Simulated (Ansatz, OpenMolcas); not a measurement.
**MgF2: a line through the functionals**

MgF2: 3 atoms, total charge 0, spin state singlet. As SMILES, `[F][Mg][F]`. The shape is that of a PBE0-D4/def2-TZVP optimisation.

The HOMO–LUMO gap y, in eV, basis cc-pVTZ; a is the functional's share of exact exchange. Programs: Ansatz 0.2.0, OpenMolcas 26.06.

| functional | program | a | y (eV) |
| --- | --- | --- | --- |
| revPBE | Ansatz | 0 | 5.73 |
| TPSS | OpenMolcas | 0 | 6.08 |
| B3LYP | Ansatz | 0.2 | 7.77 |
| PBE0 | Ansatz | 0.25 | ? |
| r2SCAN0 | Ansatz | 0.25 | 9.14 |
| BHLYP | Ansatz | 0.5 | 10.87 |

Fit y = c + s·a to the known rows and predict PBE0.


1. Means of the 5 rows: a = 0.1900, y = 7.918.
2. Σ(Δa)² = 0.172, Σ(Δa·Δy) = 1.7519, so the slope is 1.7519/0.172 = 10.185.
3. Intercept: 7.918 − (10.185) × 0.1900 = 5.983. The largest residual of the fit is 0.61.
4. PBE0: 5.983 + (10.185) × 0.25 = 8.53 eV.

The run gave 8.44 eV, so the prediction is off by +0.09 eV, within the scatter of the fit. Exact exchange lowers occupied levels and raises empty ones.
